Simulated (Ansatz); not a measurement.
# C3H7O radical: a ladder of functionals and wavefunction methods

Aim: compute C3H7O radical with functionals from several rungs and with coupled cluster. The yardstick is the atomisation energy at the CCSD(T) limit.

The runs use Ansatz 0.2.0, Gaussian basis; functionals in def2-TZVPP, the program's frozen cores in correlated methods.

Levels to be run: LDA (SPW92), PBE-D4, revPBE-D4, BLYP-D4, r2SCAN-D4, B97M-V, PBE0-D4, B3LYP-D4, r2SCANh-D4, r2SCAN0-D4, HSE06-D4, BHLYP-D4, CAM-B3LYP-D4, LC-ωPBE, ωB97X-V, ωB97M-V, B2PLYP, PBE-QIDH; CCSD(T)/def2-SVP; CCSD(T)/def2-TZVPP; MP2/def2-QZVPP; extrapolation to the limit; RPA on PBE.

## Step 1: The relaxed structure

All runs share one geometry, relaxed beforehand with PBE0-D4 in a triple-zeta def2 set.

SMILES `[CH2]OCC`, 11 atoms, charge 0, spin multiplicity 2.

Atoms are counted from 1 here; the program's logs count them from 0.

Bond lengths: C1–O2 1.345 Å, C1–H5 1.081 Å, C1–H6 1.086 Å, O2–C3 1.417 Å, C3–C4 1.505 Å, C3–H7 1.097 Å, C3–H8 1.098 Å, C4–H9 1.091 Å, C4–H10 1.092 Å, C4–H11 1.092 Å. Angles: O2–C1–H5 114.2°, O2–C1–H6 118.7°, H5–C1–H6 121.6°, C1–O2–C3 115.0°, O2–C3–C4 108.7°, O2–C3–H7 109.1°, O2–C3–H8 109.1°, C4–C3–H7 111.2°, C4–C3–H8 111.0°, H7–C3–H8 107.8°, C3–C4–H9 110.7°, C3–C4–H10 110.8°, C3–C4–H11 110.1°, H9–C4–H10 108.4°, H9–C4–H11 108.4°, H10–C4–H11 108.5°.

## Step 2: LDA

This LDA is Slater exchange with PW92 correlation.

Contents of in.yaml:

```yaml
crystal:
  periodic: [false, false, false]
  atoms:
    - {symbol: C, position_ang: [-1.119584, 1.681649, 0.210611]}
    - {symbol: O, position_ang: [-0.326630, 0.809837, -0.436648]}
    - {symbol: C, position_ang: [0.141906, -0.272095, 0.349460]}
    - {symbol: C, position_ang: [0.969195, -1.178805, -0.522077]}
    - {symbol: H, position_ang: [-1.508281, 2.474180, -0.412530]}
    - {symbol: H, position_ang: [-1.646213, 1.346321, 1.098901]}
    - {symbol: H, position_ang: [0.733579, 0.121821, 1.185099]}
    - {symbol: H, position_ang: [-0.719069, -0.808217, 0.771119]}
    - {symbol: H, position_ang: [1.822792, -0.640179, -0.937555]}
    - {symbol: H, position_ang: [0.373465, -1.570439, -1.348683]}
    - {symbol: H, position_ang: [1.344340, -2.021075, 0.063001]}
basis:
  gaussian: {orbitals: def2-TZVPP}
magnetization: {spin_polarized: true, initial_magnetization: 1}
hamiltonian: {xc: lda}
output: {orbitals: {seedname: orbitals}}
```

Launch:

```sh
> ansatz run in.yaml --threads 4 --pin off --events-out ev --progress --plain --max-ram 10444MiB
```

After this run come: PBE-D4 (GGA); revPBE-D4 (GGA); BLYP-D4 (GGA); r2SCAN-D4 (meta-GGA); B97M-V (meta-GGA); B3LYP-D4 (hybrid); r2SCANh-D4 (hybrid); r2SCAN0-D4 (hybrid); HSE06-D4 (hybrid); BHLYP-D4 (hybrid); CAM-B3LYP-D4 (range-separated); LC-ωPBE (range-separated); ωB97X-V (range-separated); ωB97M-V (range-separated); B2PLYP (double hybrid); PBE-QIDH (double hybrid); CCSD(T) in def2-SVP; CCSD(T) in def2-TZVPP; MP2 in def2-QZVPP; RPA on PBE orbitals.

Before running them: what should the planned runs give, taken together? Wanted: atomisation energy, CCSD(T)/CBS; farthest beyond LDA; mean size of error, GGA; mean size of error, meta-GGA; mean size of error, hybrid; mean size of error, range-separated; mean size of error, double hybrid; gap, smallest and largest; T1 diagnostic.

**Answer**, as computed:

| quantity | value |
| --- | --- |
| atomisation energy, CCSD(T)/CBS | 43.015 eV |
| functionals within 0.215 eV (0.5 %) | revPBE-D4, BLYP-D4, B97M-V, B3LYP-D4, r2SCANh-D4, LC-ωPBE, ωB97X-V, ωB97M-V, PBE-QIDH |
| farthest beyond LDA | PBE-D4 (+1.080 eV) |
| mean size of error, GGA | 0.402 eV |
| mean size of error, meta-GGA | 0.188 eV |
| mean size of error, hybrid | 0.378 eV |
| mean size of error, range-separated | 0.200 eV |
| mean size of error, double hybrid | 0.210 eV |
| gap, smallest and largest | 1.27 eV (LDA (SPW92)), 9.84 eV (LC-ωPBE) |
| T1 diagnostic | 0.0150 |
| triples share of the correlation energy | 3.6 % |

What this shows: The LDA atomisation energy is off by 6.434 eV (15 %): it overbinds. PBE-D4 misses by +1.080 eV. Double hybrids carry the basis error of their MP2 part in triple zeta, and no dispersion term here, so their miss is partly the set-up's. The rungs meta-GGA, range-separated, double hybrid miss on average by less than the doubt on the reference (0.215 eV), so they tie. The reference freezes the cores and leaves out relativity and excitations past (T), so misses under about 0.215 eV can't be ranked. Hartree-Fock recovers 74 % of the binding; the rest is correlation. CCSD(T) in def2-SVP is off by -1.816 eV, worse than the median functional, from the basis alone. The gap grows from 1.3 to 9.8 eV across the functionals, mostly with the share of exact exchange.
